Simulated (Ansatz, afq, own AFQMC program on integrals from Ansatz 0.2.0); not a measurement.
Two steps: Ansatz 0.2.0 writes the Fock matrix and Cholesky factors of the valence space, and afq projects on them the lowest state that overlaps trial and start.

```yaml
crystal:
  periodic: [false, false, false]
  atoms:
    - {symbol: Ge, position_ang: [0.000000, -0.037162, 0.264859]}
    - {symbol: O, position_ang: [0.000000, 0.117626, -1.134607]}
    - {symbol: H, position_ang: [0.000000, 1.543765, 0.505273]}
    - {symbol: H, position_ang: [0.000000, -0.732674, -1.583039]}
basis:
  gaussian: {orbitals: cc-pVDZ}
magnetization: {spin_polarized: false}
correlation: {method: ccsd_t, electrons: outside_noble_gas, hamiltonian_folder: ham}
```

```sh
$ ansatz run in.yaml --threads 1 --pin off --events-out ev --progress --plain --max-ram 1382MiB
```

afq runs on the folder ham with

```
--method phaseless --trial hf --walkers 120 --populations 1 --least-time 40 --time-step 0.005 --steps-per-block 20 --equilibration-blocks 112 --max-blocks 600 --target-error 0.00126 --factor-cut 1e-05 --seed 6687 --taylor-order 6
```

Times are imaginary, in 1/Eh. The walk had a cap of 513 s. Filled inner d shells are frozen with the cores.

Output of the walk:

```
orbitals 36  electrons 6 6  factors 298 of 547
reference energy -2151.20827700 Eh
CCSD correlation -0.28577343 Eh in 10 cycles, weight of the determinant in the CISD state 0.8922
energy of the start -2151.208277 Eh
 block  time / (1/Eh)  mean weight  energy / Eh
     1     0.100  1.0025  -2151.289650
     2     0.200  1.0001  -2151.347618
     3     0.300  1.0025  -2151.393358
     4     0.400  1.0017  -2151.418166
     5     0.500  1.0025  -2151.429052
    10     1.000  1.0018  -2151.484330
    69     6.900  0.9995  -2151.449367
    86     8.600  1.0010  -2151.492333
   120    12.000  1.0012  -2151.578062
   171    17.100  0.9982  -2151.462502
   256    25.600  0.9985  -2151.498202
   341    34.100  0.9991  -2151.501507
   426    42.600  1.0018  -2151.512683
   511    51.100  0.9999  -2151.483697
   596    59.600  1.0007  -2151.533971
   681    68.100  1.0028  -2151.513353
   698    69.800  1.0006  -2151.539834
blocks merged  error / Eh  count
     1  0.000965  600
     2  0.001235  300
     4  0.001554  150
     8  0.001786  75
    16  0.001902  37
    32  0.001936  18
    64  0.002632  9
energy -2151.503587 +/- 0.001936 Eh
(rows thinned)
```

The run passed its tests (sampling time, drift between the halves within three errors, error under three times the target), which doesn't prove that it has relaxed.

Against this walk (error 52.7 meV) on the same determinant: CCSD(T) 94.3 meV higher (within the noise), CCSDT(Q) 63.4 meV higher (within the noise), a separate phaseless walk with a CISD trial and standard settings 64.0 ± 53.7 meV higher (within the noise). The error is statistical and leaves out the bias of the constraint.

Cautions: constraint bias not in the error; error above the target (52.7 against 34.3 meV); no relativity below Rb; no spin-orbit coupling; inner d shell frozen.

The walk took 2.1 min on 1 thread of Intel(R) Xeon(R) 6975P-C (Granite Rapids), on a shared host. The log's last line is the phaseless energy.

CCSDT and higher add their correlation energy to the determinant of the CCSD(T) run, since their own runs factorise the integrals more tightly (a shift of under 2 meV). A walk keeps the symmetry of its determinant, which the program's search chose and which needn't be the lowest solution, so a lower state of the same spin and another symmetry isn't excluded.
